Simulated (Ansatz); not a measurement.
The same path of FH3Si + H3P (9 atoms, charge 0, multiplicity 1) was run twice with different band settings. Lost on the way: Si1–F2, P6–H9. Made: Si1–P6, F2–H9.

The calculation used RKS CAM-B3LYP-D4/def2-SVP in Ansatz 0.2.0.

Relaxed end points:

```xyz
9
Properties=species:S:1:pos:R:3
Si 0.452 -0.081 -0.202
F 0.477 0.278 1.383
H 1.843 -0.003 -0.711
H -0.403 0.914 -0.894
H -0.090 -1.451 -0.370
P -3.248 0.079 1.746
H -3.076 -0.048 0.336
H -3.126 -1.322 1.971
H -1.868 0.325 1.984
```

```xyz
9
Properties=species:S:1:pos:R:3
Si -0.429 -0.435 -0.266
F 0.055 1.546 2.118
H 0.766 -0.877 0.494
H -0.237 0.928 -0.820
H -0.692 -1.391 -1.376
P -2.168 -0.343 1.192
H -3.214 -0.213 0.240
H -2.316 -1.742 1.390
H -0.804 1.214 2.272
```

Common settings: spring 5.0 eV/Å²; optimiser quadratic models (default); start path through a guess of the saddle point; force threshold 0.03 eV/Å; iteration limit 60; end points relaxed.

| run | movable images | climbing image |
| --- | --- | --- |
| 1 | 5 | yes |
| 2 | 6 | no |

(1) What does each run give, and how far can it be trusted?

## Answers

(1) Run 1: converged after 27 iterations, highest image 2.676 eV above the first end. Neighbouring images differ by up to 2.2 eV, so the band resolves the path poorly. A vibrational analysis at the climbing image gives one clearly imaginary mode, 918i cm⁻¹: a first-order saddle point.
Run 2: converged after 32 iterations, highest image 2.289 eV above the first end. A structure lower than the first end lies on the path between it and the top, so the climb from that side starts below the end, which may itself be a saddle point or a shallow side well. Neighbouring images differ by up to 1.7 eV, so the band resolves the path poorly. No image climbed, so the highest image needn't sit at the top of the path.
The orbitals stay closed-shell, which can raise the energy where a bond breaks towards radicals; this wasn't checked here.
